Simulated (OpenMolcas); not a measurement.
**SiH3Cl (chlorosilane): a chain of runs**

Aim: a series of 9 runs (UHF/aug-cc-pVDZ, CASSCF(2,2)/aug-cc-pVDZ, CASPT2(2,2)/aug-cc-pVDZ, CASPT2[IPEA 0](2,2)/aug-cc-pVDZ, SC-NEVPT2(2,2)/aug-cc-pVDZ, PC-NEVPT2(2,2)/aug-cc-pVDZ, MC-PDFT[tPBE](2,2)/aug-cc-pVDZ, MC-PDFT[ftPBE](2,2)/aug-cc-pVDZ, and more) of SiH3Cl (chlorosilane). 

Program for the calculation: OpenMolcas 26.06.

## Step 1: Starting point

The species is SiH3Cl (5 atoms), meant as a singlet with charge 0. As SMILES, `[SiH3]Cl`. The Si1–H5 distance was set to 3.258 Å, away from the relaxed value. At this shape a bond of the SMILES string is far longer than usual.

Bond lengths: Si1–Cl2 2.054 Å, Si1–H3 1.481 Å, Si1–H4 1.481 Å. Angles: Cl2–Si1–H3 108.5°, Cl2–Si1–H4 108.5°, H3–Si1–H4 110.4°.

## Step 2: A single-point energy at UHF/aug-cc-pVDZ (run 1)

Contents of struct.xyz:

```xyz
5

Si    -0.017442    -1.753530     0.057658
Cl     1.932858    -2.285630     0.418458
H     -0.856342    -2.260430     1.167658
H     -0.440142    -2.357830    -1.226342
H     -0.190800     1.495400    -0.104700
```

Contents of step1.inp:

```
* ClH3Si Hartree-Fock

&gateway
  baslib=$CurrDir
  coord=struct.xyz
  basis=aug-cc-pVDZ
  group=NoSym

&seward

&scf
  uhf
  scramble=0.25
  prorbitals=1 2
```

The basis set aug-cc-pVDZ is read from a file made from the Basis Set Exchange's data (not shown).

Run with:

```bash
$ export MOLCAS_MEM=1860
$ pymolcas step1.inp > step1.log
```

Standard output:

```text
--- Start Module: gateway ---
[...]
--- Stop Module: gateway /rc=_RC_ALL_IS_WELL_ ---
--- Start Module: seward ---
[...]
      Basis functions           81
--- Stop Module: seward /rc=_RC_ALL_IS_WELL_ ---
[...]
--- Start Module: scf ---
[...]
       Convergence after  23 Iterations
[...]
::    Total SCF energy                               -750.1083196519
[...]
      Total spin, S                                     0.5958197222
[...]
      Total electronic charge=   34.000000
      Total            charge=   -0.000000
[...]
      Dipole Moment (debye):
      Origin of the operator (angstrom)=    0.9944   -2.0029    0.2438
                   X= -1.3790E+00               Y=  2.2745E-01               Z= -2.4923E-01           Total=  1.4196E+00
      Quadrupole Moment (debye*angstrom):
[...]
--- Stop Module: scf /rc=_RC_ALL_IS_WELL_ ---
[...]
```

Run time: 7.5 s. Hardware: 1 thread of Arm Neoverse V1, shared host; peak memory 0.45 GiB.

## Step 3: The energy at CASSCF(2,2)/aug-cc-pVDZ (run 2)

struct.xyz is that of step 2.

Contents of step2.input:

```
* ClH3Si CASSCF
&GATEWAY
BasLib=$CurrDir
Coord=struct.xyz
Basis=aug-cc-pVDZ
Group=NoSym
&SEWARD
&RASSCF
FileOrb=$CurrDir/step1.UnaOrb
Spin=1
Nactel=2 0 0
Inactive=16
Ras2=2
OrbListing=Nothing
```

The basis set aug-cc-pVDZ is read from a file made from the Basis Set Exchange's data (not shown).

Run with:

```bash
$ export MOLCAS_MEM=1860
$ pymolcas step2.input > step2.log
```

Standard output:

```text
--- Start Module: gateway ---
[...]
--- Stop Module: gateway /rc=_RC_ALL_IS_WELL_ ---
--- Start Module: seward ---
[...]
      Basis functions           81
--- Stop Module: seward /rc=_RC_ALL_IS_WELL_ ---
[...]
--- Start Module: rasscf ---
[...]
      Number of active orbitals                  2
[...]
      Spin quantum number                      0.0
[...]
      Active orbitals                            2
[...]
      Number of CSFs                             3
[...]
      Number of root(s) required                 1
[...]
      Convergence after 10 iterations
[...]
      printout of CI-coefficients larger than  0.05 for root  1
      energy=    -750.113963
      conf/sym  11     Coeff  Weight
             1  20  -0.85289 0.72742
             3  02   0.52209 0.27258
      Natural orbitals and occupation numbers for root  1
      sym 1:   1.454834   0.545166
      ************************************************************************************************************************
      *                                                    Final results                                                     *
[...]
::    RASSCF root number  1 Total energy:   -750.11396292
[...]
      Total electronic charge=   34.000000
      Total            charge=   -0.000000
[...]
      Dipole Moment (debye):
      Origin of the operator (angstrom)=    0.9944   -2.0029    0.2438
                   X= -1.3249E+00               Y= -1.3594E-01               Z= -2.2503E-01           Total=  1.3507E+00
      Quadrupole Moment (debye*angstrom):
[...]
--- Stop Module: rasscf /rc=_RC_ALL_IS_WELL_ ---
[...]
```

Wall time 6 s (1 thread of Arm Neoverse V1, shared host); peak memory 0.45 GiB.

Runs 3 to 8 aren't shown in full; the table further down has their settings and results.

## Step 4: The energy at MRCI(2,2)/aug-cc-pVDZ (run 9)

struct.xyz is that of step 3.

Contents of step9.inp:

```
* ClH3Si MRCI
>>> EXPORT MOLCAS_PRINT=2

&GATEWAY
 BasLib = $CurrDir
 Coord = struct.xyz
 Basis = aug-cc-pVDZ
 Group = NoSym

&SEWARD

&RASSCF
 FileOrb = $CurrDir/step2.RasOrb
 Spin = 1
 Nactel = 2 0 0
 Inactive = 16
 Ras2 = 2
 OrbListing = Nothing

&MOTRA
 LumOrb
 Frozen = 10

&GUGA
 Electrons = 14
 Spin = 1
 Inactive = 6
 Active = 2
 CIAll = 1

&MRCI
 SDCI
```

The basis set aug-cc-pVDZ is read from a file made from the Basis Set Exchange's data (not shown).

Run with:

```bash
$ export MOLCAS_MEM=1860
$ pymolcas step9.inp > step9.log
```

Standard output:

```text
--- Start Module: gateway ---
[...]
--- Stop Module: gateway /rc=_RC_ALL_IS_WELL_ ---
[...]
      Basis functions           81
[...]
      Number of active orbitals                  2
[...]
      Spin quantum number                      0.0
[...]
      Active orbitals                            2
[...]
      Number of CSFs                             3
[...]
      Number of root(s) required                 1
[...]
      Convergence after  4 iterations
[...]
      printout of CI-coefficients larger than  0.05 for root  1
      energy=    -750.113963
      conf/sym  11     Coeff  Weight
             1  20  -0.85289 0.72742
             3  02   0.52209 0.27258
      Natural orbitals and occupation numbers for root  1
      sym 1:   1.454837   0.545163
      ************************************************************************************************************************
      *                                                    Final results                                                     *
[...]
::    RASSCF root number  1 Total energy:   -750.11396292
[...]
      Dipole Moment (debye):
      Origin of the operator (angstrom)=    0.9944   -2.0029    0.2438
                   X= -1.3248E+00               Y= -1.3596E-01               Z= -2.2503E-01           Total=  1.3507E+00
      Quadrupole Moment (debye*angstrom):
[...]
--- Start Module: guga ---
[...]
--- Stop Module: guga /rc=_RC_ALL_IS_WELL_ ---
[...]
       (But an ACPF correction will be computed)
       USE THE DEFAULT ACPF G-VALUE GFAC=  0.14285714285714285
[...]
                      CI ENERGY:  -750.35923813
[...]
                ACPF CORRECTION:    -0.02324023
[...]
      Total electronic charge=   34.000000
      Total            charge=    0.000000
[...]
     ACPF CORRECTION:     -0.02324023
[...]
  CI State   1     Total energy:   -750.35923813     QDav:     -0.02754864     QACPF:     -0.02324023
[...]
```

Wall time 12 s (1 thread of Arm Neoverse V1, shared host); peak memory 0.45 GiB.

## Step 5: The series

```tsv
run	level	scramble	active rule	energy (Eh)	dipole moment (D) of the reference	wall time
1	UHF/aug-cc-pVDZ	0.25	–	-750.108320	1.42	7.5 s
2	CASSCF(2,2)/aug-cc-pVDZ	–	uhf natural orbitals	-750.113963	1.35	6 s
3	CASPT2(2,2)/aug-cc-pVDZ	–	uhf natural orbitals	-750.351747	1.35	5.4 s
4	CASPT2[IPEA 0](2,2)/aug-cc-pVDZ	–	uhf natural orbitals	-750.353772	1.35	5.4 s
5	SC-NEVPT2(2,2)/aug-cc-pVDZ	–	uhf natural orbitals	-750.349708	1.35	5.1 s
6	PC-NEVPT2(2,2)/aug-cc-pVDZ	–	uhf natural orbitals	-750.349732	1.35	5.1 s
7	MC-PDFT[tPBE](2,2)/aug-cc-pVDZ	–	uhf natural orbitals	-751.029276	1.35	5.7 s
8	MC-PDFT[ftPBE](2,2)/aug-cc-pVDZ	–	uhf natural orbitals	-751.191763	1.35	5.4 s
9	MRCI(2,2)/aug-cc-pVDZ	–	uhf natural orbitals	-750.359238	1.35	12 s
```

## Step 6: What came out

| quantity | value |
| --- | --- |
| run 9, MRCI(2,2)/aug-cc-pVDZ: total energy | -750.35924 Eh |
| run 9, MRCI(2,2)/aug-cc-pVDZ: dipole moment (CASSCF density) | 1.35 D |

In words: Below the UHF energy at the same shape and in the same basis (aug-cc-pVDZ): CASSCF(2,2) -5.6 mEh; CASPT2(2,2) -243.4 mEh; CASPT2[IPEA 0](2,2) -245.5 mEh; SC-NEVPT2(2,2) -241.4 mEh; PC-NEVPT2(2,2) -241.4 mEh; MRCI(2,2) -250.9 mEh. Active-space methods hold only the correlation inside their space unless a perturbation or CI step follows. Spin contamination of the reference: run 1 ⟨S²⟩ = 0.95. Where it is this large, the reference is a mixture of spin states, and values that rest on it are in doubt. All runs together took 58 s, the longest 12 s.
